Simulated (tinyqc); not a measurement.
Worked calculation: MP2 on RHF in the sto-3g basis, frozen core, for H2F+, spin multiplicity 1. Computed by tinyqc, a small Python program that keeps every step (integrals from PySCF). Settings: charge = 1, multiplicity = 1, basis = sto-3g, method = RHF, frozen orbitals = 1, energy threshold = 1e-10, iteration cap = 55, orthogonalisation = symmetric, start = core, DIIS depth = 6. Command: `OMP_NUM_THREADS=1 python tinyqc.py 29447 29448 out.jsonl` (the two numbers bound the seeds that draw the settings). One thread of a shared host (Intel(R) Xeon(R) Processor @ 2.60GHz), about 0.1 s of CPU time with the checks. The early iterations of the SCF are left out here.

## One-electron integrals

Geometry (angstrom):
```
atom,x,y,z
F,0.000000,0.000000,0.000000
H,0.000000,0.939000,0.563000
H,0.000000,-0.939000,0.563000
```

Basis sto-3g: exponents (1/bohr^2) and contraction coefficients of normalised primitives:
```
element,l (shell),exponent,coefficient
F,s (1),166.679130,0.154329
F,s (1),30.360812,0.535328
F,s (1),8.216821,0.444635
F,s (2),6.464803,-0.099967
F,s (2),1.502281,0.399513
F,s (2),0.488588,0.700115
F,p (3),6.464803,0.155916
F,p (3),1.502281,0.607684
F,p (3),0.488588,0.391957
H,s (1),3.425251,0.154329
H,s (1),0.623914,0.535328
H,s (1),0.168855,0.444635
```

Overlap, kinetic and nuclear-attraction integrals over the contracted functions; the nuclear repulsion is the sum of Za Zb / Rab.

nuclear repulsion = 8.98179592 hartree

overlap S:
```
,1F 1s,1F 2s,1F 2px,1F 2py,1F 2pz,2H 1s,3H 1s
1F 1s,1.000000,0.237990,0.000000,0.000000,0.000000,0.032314,0.032314
1F 2s,0.237990,1.000000,0.000000,0.000000,0.000000,0.338905,0.338905
1F 2px,0.000000,0.000000,1.000000,0.000000,0.000000,0.000000,0.000000
1F 2py,0.000000,0.000000,0.000000,1.000000,0.000000,0.244086,-0.244086
1F 2pz,0.000000,0.000000,0.000000,0.000000,1.000000,0.146347,0.146347
2H 1s,0.032314,0.338905,0.000000,0.244086,0.146347,1.000000,0.145167
3H 1s,0.032314,0.338905,0.000000,-0.244086,0.146347,0.145167,1.000000
```

kinetic energy T (hartree):
```
,1F 1s,1F 2s,1F 2px,1F 2py,1F 2pz,2H 1s,3H 1s
1F 1s,36.984577,-0.212858,0.000000,0.000000,0.000000,-0.007326,-0.007326
1F 2s,-0.212858,1.037995,0.000000,0.000000,0.000000,0.052706,0.052706
1F 2px,0.000000,0.000000,3.248015,0.000000,0.000000,0.000000,0.000000
1F 2py,0.000000,0.000000,0.000000,3.248015,0.000000,0.132461,-0.132461
1F 2pz,0.000000,0.000000,0.000000,0.000000,3.248015,0.079420,0.079420
2H 1s,-0.007326,0.052706,0.000000,0.132461,0.079420,0.760032,-0.008120
3H 1s,-0.007326,0.052706,0.000000,-0.132461,0.079420,-0.008120,0.760032
```

nuclear attraction V (hartree):
```
,1F 1s,1F 2s,1F 2px,1F 2py,1F 2pz,2H 1s,3H 1s
1F 1s,-77.976248,-9.406866,0.000000,0.000000,-0.010863,-1.309557,-1.309557
1F 2s,-9.406866,-12.506037,0.000000,0.000000,-0.134042,-3.140024,-3.140024
1F 2px,0.000000,0.000000,-12.363367,0.000000,0.000000,0.000000,0.000000
1F 2py,0.000000,0.000000,0.000000,-12.473072,0.000000,-1.949633,1.949633
1F 2pz,-0.010863,-0.134042,0.000000,0.000000,-12.402804,-1.200731,-1.200731
2H 1s,-1.309557,-3.140024,0.000000,-1.949633,-1.200731,-5.766170,-0.968153
3H 1s,-1.309557,-3.140024,0.000000,1.949633,-1.200731,-0.968153,-5.766170
```

core Hamiltonian H = T + V (hartree):
```
,1F 1s,1F 2s,1F 2px,1F 2py,1F 2pz,2H 1s,3H 1s
1F 1s,-40.991672,-9.619724,0.000000,0.000000,-0.010863,-1.316883,-1.316883
1F 2s,-9.619724,-11.468042,0.000000,0.000000,-0.134042,-3.087317,-3.087317
1F 2px,0.000000,0.000000,-9.115352,0.000000,0.000000,0.000000,0.000000
1F 2py,0.000000,0.000000,0.000000,-9.225057,0.000000,-1.817172,1.817172
1F 2pz,-0.010863,-0.134042,0.000000,0.000000,-9.154790,-1.121311,-1.121311
2H 1s,-1.316883,-3.087317,0.000000,-1.817172,-1.121311,-5.006138,-0.976273
3H 1s,-1.316883,-3.087317,0.000000,1.817172,-1.121311,-0.976273,-5.006138
```

## Two-electron integrals

Functions are numbered as in S; the eight-fold symmetry (ij|kl) = (ji|kl) = (kl|ij) leaves the list below.

Two-electron integrals (ij|kl) in chemists' order, unique and non-zero (hartree):
```
i,j,k,l,(ij|kl)
1,1,1,1,5.403501
2,1,1,1,0.841920
2,1,2,1,0.156299
2,2,1,1,1.268028
2,2,2,1,0.292344
2,2,2,2,0.926167
3,1,3,1,0.027998
3,2,3,1,0.043169
3,2,3,2,0.204588
3,3,1,1,1.264502
3,3,2,1,0.292403
3,3,2,2,0.925959
3,3,3,3,0.997514
4,1,4,1,0.027998
4,2,4,1,0.043169
4,2,4,2,0.204588
4,3,4,3,0.053770
4,4,1,1,1.264502
4,4,2,1,0.292403
4,4,2,2,0.925959
4,4,3,3,0.889973
4,4,4,4,0.997514
5,1,5,1,0.027998
5,2,5,1,0.043169
5,2,5,2,0.204588
5,3,5,3,0.053770
5,4,5,4,0.053770
5,5,1,1,1.264502
5,5,2,1,0.292403
5,5,2,2,0.925959
5,5,3,3,0.889973
5,5,4,4,0.889973
5,5,5,5,0.997514
6,1,1,1,0.115820
6,1,2,1,0.021329
6,1,2,2,0.039671
6,1,3,3,0.039609
6,1,4,1,0.000748
6,1,4,2,0.001406
6,1,4,4,0.039750
6,1,5,1,0.000448
6,1,5,2,0.000843
6,1,5,4,0.000084
6,1,5,5,0.039660
6,1,6,1,0.002940
6,2,1,1,0.303746
6,2,2,1,0.071014
6,2,2,2,0.252235
6,2,3,3,0.248484
6,2,4,1,0.004155
6,2,4,2,0.032896
6,2,4,4,0.256579
6,2,5,1,0.002491
6,2,5,2,0.019723
6,2,5,4,0.004854
6,2,5,5,0.251394
6,2,6,1,0.009841
6,2,6,2,0.085724
6,3,3,1,0.007307
6,3,3,2,0.043778
6,3,4,3,0.006864
6,3,5,3,0.004115
6,3,6,3,0.012498
6,4,1,1,0.181052
6,4,2,1,0.042860
6,4,2,2,0.162947
6,4,3,3,0.156057
6,4,4,1,0.009496
6,4,4,2,0.063846
6,4,4,4,0.174754
6,4,5,1,0.001312
6,4,5,2,0.012032
6,4,5,4,0.007095
6,4,5,5,0.157844
6,4,6,1,0.006179
6,4,6,2,0.067969
6,4,6,4,0.065998
6,5,1,1,0.108554
6,5,2,1,0.025697
6,5,2,2,0.097699
6,5,3,3,0.093568
6,5,4,1,0.001312
6,5,4,2,0.012032
6,5,4,4,0.096547
6,5,5,1,0.008094
6,5,5,2,0.050993
6,5,5,4,0.008650
6,5,5,5,0.102870
6,5,6,1,0.003705
6,5,6,2,0.040752
6,5,6,4,0.032077
6,5,6,5,0.031730
6,6,1,1,0.472810
6,6,2,1,0.112342
6,6,2,2,0.460924
6,6,3,3,0.445641
6,6,4,1,0.007946
6,6,4,2,0.089362
6,6,4,4,0.479002
6,6,5,1,0.004764
6,6,5,2,0.053579
6,6,5,4,0.020002
6,6,5,5,0.457634
6,6,6,1,0.015653
6,6,6,2,0.204404
6,6,6,4,0.188542
6,6,6,5,0.113045
6,6,6,6,0.774606
7,1,1,1,0.115820
7,1,2,1,0.021329
7,1,2,2,0.039671
7,1,3,3,0.039609
7,1,4,1,-0.000748
7,1,4,2,-0.001406
7,1,4,4,0.039750
7,1,5,1,0.000448
7,1,5,2,0.000843
7,1,5,4,-0.000084
7,1,5,5,0.039660
7,1,6,1,0.002898
7,1,6,2,0.009546
7,1,6,4,0.005527
7,1,6,5,0.003598
7,1,6,6,0.015070
7,1,7,1,0.002940
7,2,1,1,0.303746
7,2,2,1,0.071014
7,2,2,2,0.252235
7,2,3,3,0.248484
7,2,4,1,-0.004155
7,2,4,2,-0.032896
7,2,4,4,0.256579
7,2,5,1,0.002491
7,2,5,2,0.019723
7,2,5,4,-0.004854
7,2,5,5,0.251394
7,2,6,1,0.009546
7,2,6,2,0.068485
7,2,6,4,0.037624
7,2,6,5,0.031507
7,2,6,6,0.131187
7,2,7,1,0.009841
7,2,7,2,0.085724
7,3,3,1,0.007307
7,3,3,2,0.043778
7,3,4,3,-0.006864
7,3,5,3,0.004115
7,3,6,3,0.009600
7,3,7,3,0.012498
7,4,1,1,-0.181052
7,4,2,1,-0.042860
7,4,2,2,-0.162947
7,4,3,3,-0.156057
7,4,4,1,0.009496
7,4,4,2,0.063846
7,4,4,4,-0.174754
7,4,5,1,-0.001312
7,4,5,2,-0.012032
7,4,5,4,0.007095
7,4,5,5,-0.157844
7,4,6,1,-0.005527
7,4,6,2,-0.037624
7,4,6,4,-0.011467
7,4,6,5,-0.016991
7,4,6,6,-0.066362
7,4,7,1,-0.006179
7,4,7,2,-0.067969
7,4,7,4,0.065998
7,5,1,1,0.108554
7,5,2,1,0.025697
7,5,2,2,0.097699
7,5,3,3,0.093568
7,5,4,1,-0.001312
7,5,4,2,-0.012032
7,5,4,4,0.096547
7,5,5,1,0.008094
7,5,5,2,0.050993
7,5,5,4,-0.008650
7,5,5,5,0.102870
7,5,6,1,0.003598
7,5,6,2,0.031507
7,5,6,4,0.016991
7,5,6,5,0.023925
7,5,6,6,0.066343
7,5,7,1,0.003705
7,5,7,2,0.040752
7,5,7,4,-0.032077
7,5,7,5,0.031730
7,6,1,1,0.088893
7,6,2,1,0.020987
7,6,2,2,0.081470
7,6,3,3,0.080019
7,6,4,4,0.081718
7,6,5,1,0.001170
7,6,5,2,0.011280
7,6,5,5,0.082586
7,6,6,1,0.002874
7,6,6,2,0.027461
7,6,6,4,0.019142
7,6,6,5,0.014939
7,6,6,6,0.070212
7,6,7,1,0.002874
7,6,7,2,0.027461
7,6,7,4,-0.019142
7,6,7,5,0.014939
7,6,7,6,0.011093
7,7,1,1,0.472810
7,7,2,1,0.112342
7,7,2,2,0.460924
7,7,3,3,0.445641
7,7,4,1,-0.007946
7,7,4,2,-0.089362
7,7,4,4,0.479002
7,7,5,1,0.004764
7,7,5,2,0.053579
7,7,5,4,-0.020002
7,7,5,5,0.457634
7,7,6,1,0.015070
7,7,6,2,0.131187
7,7,6,4,0.066362
7,7,6,5,0.066343
7,7,6,6,0.280287
7,7,7,1,0.015653
7,7,7,2,0.204404
7,7,7,4,-0.188542
7,7,7,5,0.113045
7,7,7,6,0.070212
7,7,7,7,0.774606
```

## Orthogonalisation

S = U s U^T; symmetric (Loewdin) form X = U s^(-1/2) U^T, so that X^T S X = 1.

eigenvalues of S: 0.504963  0.574679  0.907815  1.000000  1.081705  1.280154  1.650684

X:
```
,1F 1s,1F 2s,1F 2px,1F 2py,1F 2pz,2H 1s,3H 1s
1F 1s,1.023502,-0.134070,0.000000,0.000000,-0.004477,0.016460,0.016460
1F 2s,-0.134070,1.120669,0.000000,0.000000,0.041532,-0.185186,-0.185186
1F 2px,0.000000,0.000000,1.000000,0.000000,0.000000,0.000000,0.000000
1F 2py,0.000000,0.000000,0.000000,1.056694,0.000000,-0.150608,0.150608
1F 2pz,-0.004477,0.041532,0.000000,0.000000,1.017512,-0.078396,-0.078396
2H 1s,0.016460,-0.185186,0.000000,-0.150608,-0.078396,1.090602,-0.055663
3H 1s,0.016460,-0.185186,0.000000,0.150608,-0.078396,-0.055663,1.090602
```

## Iteration 8 (converged): orbitals

converged F (hartree):
```
,1F 1s,1F 2s,1F 2px,1F 2py,1F 2pz,2H 1s,3H 1s
1F 1s,-26.559312,-6.774159,0.000000,0.000000,-0.020149,-0.935812,-0.935812
1F 2s,-6.774159,-3.575339,0.000000,0.000000,-0.083963,-1.006090,-1.006090
1F 2px,0.000000,0.000000,-0.995884,0.000000,0.000000,0.000000,0.000000
1F 2py,0.000000,0.000000,0.000000,-0.905155,0.000000,-0.496337,0.496337
1F 2pz,-0.020149,-0.083963,0.000000,0.000000,-0.944609,-0.344751,-0.344751
2H 1s,-0.935812,-1.006090,0.000000,-0.496337,-0.344751,-0.729496,-0.256597
3H 1s,-0.935812,-1.006090,0.000000,0.496337,-0.344751,-0.256597,-0.729496
```

Diagonalise F' = X^T F X, C = X C', fill 5 alpha and 5 beta electrons from the bottom; D = 2 C_occ C_occ^T. Each column has its largest component positive (the first on a tie).

F' = X^T F X (hartree):
```
,1,2,3,4,5,6,7
1,-26.082074,-3.433131,0.000000,0.000000,-0.037082,-0.097310,-0.097310
2,-3.433131,-2.256055,0.000000,0.000000,0.030872,-0.417842,-0.417842
3,0.000000,0.000000,-0.995884,0.000000,0.000000,0.000000,0.000000
4,0.000000,0.000000,0.000000,-0.716190,0.000000,-0.398013,0.398013
5,-0.037082,0.030872,0.000000,0.000000,-0.879407,-0.242673,-0.242673
6,-0.097310,-0.417842,0.000000,-0.398013,-0.242673,-0.374933,-0.055261
7,-0.097310,-0.417842,0.000000,0.398013,-0.242673,-0.055261,-0.374933
```

orbital energies (hartree): MO1 -26.568777, MO2 -1.984649, MO3 -1.114702, MO4 -1.013282, MO5 -0.995884, MO6 -0.081024, MO7 0.078840

coefficients C:
```
,MO1,MO2,MO3,MO4,MO5,MO6,MO7
1F 1s,0.994800,-0.252149,0.000000,0.057137,0.000000,0.098088,0.000000
1F 2s,0.022023,0.960466,0.000000,-0.285116,0.000000,-0.583022,0.000000
1F 2px,0.000000,0.000000,0.000000,0.000000,1.000000,0.000000,0.000000
1F 2py,0.000000,0.000000,0.739353,0.000000,0.000000,0.000000,0.784426
1F 2pz,0.001849,0.081168,0.000000,0.888264,0.000000,-0.503749,0.000000
2H 1s,-0.003595,0.081539,0.345432,0.213244,0.000000,0.723965,-0.748547
3H 1s,-0.003595,0.081539,-0.345432,0.213244,0.000000,0.723965,0.748547
```

D after iteration 8:
```
,1F 1s,1F 2s,1F 2px,1F 2py,1F 2pz,2H 1s,3H 1s
1F 1s,2.112943,-0.473127,0.000000,0.000000,0.064250,-0.023904,-0.023904
1F 2s,-0.473127,2.008542,0.000000,0.000000,-0.350516,0.034874,0.034874
1F 2px,0.000000,0.000000,2.000000,0.000000,0.000000,0.000000,0.000000
1F 2py,0.000000,0.000000,0.000000,1.093284,0.000000,0.510793,-0.510793
1F 2pz,0.064250,-0.350516,0.000000,0.000000,1.591210,0.392057,0.392057
2H 1s,-0.023904,0.034874,0.000000,0.510793,0.392057,0.342916,-0.134378
3H 1s,-0.023904,0.034874,0.000000,-0.510793,0.392057,-0.134378,0.342916
```

## Convergence

Stop when the energy changes by less than 1e-10 hartree and every element of the error matrix X^T (F D S - S D F) X is below 3e-06.

Course of the cycle:
```
iteration,E (hartree),change,largest element of the error matrix
1,-97.85572002,-,5.17e-01
2,-98.83389126,-9.78e-01,3.44e-02
3,-98.83637462,-2.48e-03,1.18e-02
4,-98.83665656,-2.82e-04,3.38e-03
5,-98.83668067,-2.41e-05,1.02e-03
6,-98.83668165,-9.87e-07,1.97e-04
7,-98.83668171,-5.82e-08,3.13e-07
8,-98.83668171,-7.11e-14,1.72e-09
```

PySCF RHF in the same basis = -98.83668171 hartree

Converged in 8 iterations.

## Integrals over molecular orbitals

(pq|rs) = sum C_ip C_jq C_kr C_ls (ij|kl), one index at a time.

one-electron integrals over orbitals h = C^T H C (hartree):
```
,1,2,3,4,5,6,7
1,-40.973945,0.697054,0.000000,-0.146813,0.000000,-0.261678,0.000000
2,0.697054,-9.574851,0.000000,0.341567,0.000000,1.273025,0.000000
3,0.000000,0.000000,-7.860919,0.000000,0.000000,0.000000,-2.239606
4,-0.146813,0.341567,0.000000,-8.616118,0.000000,1.429141,0.000000
5,0.000000,0.000000,0.000000,0.000000,-9.115352,0.000000,0.000000
6,-0.261678,1.273025,0.000000,1.429141,0.000000,-5.390001,0.000000
7,0.000000,0.000000,-2.239606,0.000000,0.000000,0.000000,-5.924424
```

Two-electron integrals over orbitals (pq|rs), unique and non-zero (hartree); the lowest 1 orbital is frozen and left out:
```
p,q,r,s,(pq|rs)
2,2,2,2,0.858201
3,2,3,2,0.153202
3,3,2,2,0.743680
3,3,3,3,0.712817
4,2,2,2,-0.005801
4,2,3,3,-0.006118
4,2,4,2,0.163514
4,3,3,2,0.008671
4,3,4,3,0.047586
4,4,2,2,0.818590
4,4,3,3,0.699761
4,4,4,2,-0.083845
4,4,4,4,0.881564
5,2,5,2,0.183472
5,3,5,3,0.037096
5,4,5,2,-0.030393
5,4,5,4,0.052579
5,5,2,2,0.882873
5,5,3,3,0.733177
5,5,4,2,-0.049137
5,5,4,4,0.832274
5,5,5,5,0.997514
6,2,2,2,-0.136279
6,2,3,3,-0.082585
6,2,4,2,-0.044261
6,2,4,4,-0.099064
6,2,5,5,-0.142162
6,2,6,2,0.069669
6,3,3,2,0.027004
6,3,4,3,0.019626
6,3,6,3,0.072884
6,4,2,2,-0.147567
6,4,3,3,-0.085024
6,4,4,2,0.005603
6,4,4,4,-0.153898
6,4,5,5,-0.152029
6,4,6,2,0.059053
6,4,6,4,0.076360
6,5,5,2,-0.050118
6,5,5,4,-0.009357
6,5,6,5,0.023842
6,6,2,2,0.546300
6,6,3,3,0.535155
6,6,4,2,0.063049
6,6,4,4,0.520139
6,6,5,5,0.525563
6,6,6,2,-0.044790
6,6,6,4,-0.023531
6,6,6,6,0.529545
7,2,3,2,0.070430
7,2,4,3,-0.019782
7,2,6,3,-0.024441
7,2,7,2,0.058061
7,3,2,2,0.219810
7,3,3,3,0.165185
7,3,4,2,-0.053021
7,3,4,4,0.206309
7,3,5,5,0.238912
7,3,6,2,-0.068265
7,3,6,4,-0.088864
7,3,6,6,0.014554
7,3,7,3,0.164818
7,4,3,2,-0.050811
7,4,4,3,0.007298
7,4,6,3,-0.044110
7,4,7,2,-0.011103
7,4,7,4,0.046863
7,5,5,3,0.025809
7,5,7,5,0.020213
7,6,3,2,-0.090562
7,6,4,3,-0.050022
7,6,6,3,-0.090446
7,6,7,2,0.003093
7,6,7,4,0.059688
7,6,7,6,0.164984
7,7,2,2,0.601331
7,7,3,3,0.599544
7,7,4,2,0.005297
7,7,4,4,0.580235
7,7,5,5,0.590819
7,7,6,2,-0.042426
7,7,6,4,-0.032104
7,7,6,6,0.524393
7,7,7,3,0.072631
7,7,7,7,0.563948
```

## Second-order Moller-Plesset energy

Hartree-Fock energy = -98.83668171 hartree

E2 = sum_ijab (ia|jb) [2 (ia|jb) - (ib|ja)] / (e_i + e_j - e_a - e_b) over occupied i, j and virtual a, b; the opposite-spin part is (ia|jb)^2 / denominator, the rest is same-spin, and SCS-MP2 scales them by 6/5 and 1/3.

Terms:
```
i,j,a,b,(ia|jb),(ib|ja),denominator,term
3,3,7,7,0.164818,0.164818,-2.387084,-0.011380
4,3,6,7,-0.088864,-0.044110,-2.125800,-0.005586
3,4,7,6,-0.088864,-0.044110,-2.125800,-0.005586
4,4,6,6,0.076360,0.076360,-1.864516,-0.003127
3,3,6,6,0.072884,0.072884,-2.067356,-0.002570
2,3,6,7,-0.068265,-0.024441,-3.097167,-0.002471
3,2,7,6,-0.068265,-0.024441,-3.097167,-0.002471
2,2,6,6,0.069669,0.069669,-3.807250,-0.001275
2,4,6,6,0.059053,0.059053,-2.835883,-0.001230
4,2,6,6,0.059053,0.059053,-2.835883,-0.001230
4,4,7,7,0.046863,0.046863,-2.184244,-0.001005
2,2,7,7,0.058061,0.058061,-4.126977,-0.000817
5,5,6,6,0.023842,0.023842,-1.829721,-0.000311
5,5,7,7,0.020213,0.020213,-2.149448,-0.000190
2,3,7,6,-0.024441,-0.068265,-3.097167,0.000153
3,2,6,7,-0.024441,-0.068265,-3.097167,0.000153
4,2,7,7,-0.011103,-0.011103,-3.155611,-0.000039
2,4,7,7,-0.011103,-0.011103,-3.155611,-0.000039
4,3,7,6,-0.044110,-0.088864,-2.125800,0.000013
3,4,6,7,-0.044110,-0.088864,-2.125800,0.000013
```

Pair energies (hartree; pair i-j sums ij and ji):
```
pair,opposite spin,same spin
2-2,-0.002092,0.000000
3-2,-0.003395,-0.001240
3-3,-0.013949,0.000000
4-2,-0.002538,0.000000
4-3,-0.009260,-0.001884
4-4,-0.004133,0.000000
5-5,-0.000501,0.000000
```

MP2 correlation energy = -0.03899177 hartree

SCS-MP2 correlation energy = -0.04408221 hartree

MP2 total energy = -98.87567349 hartree
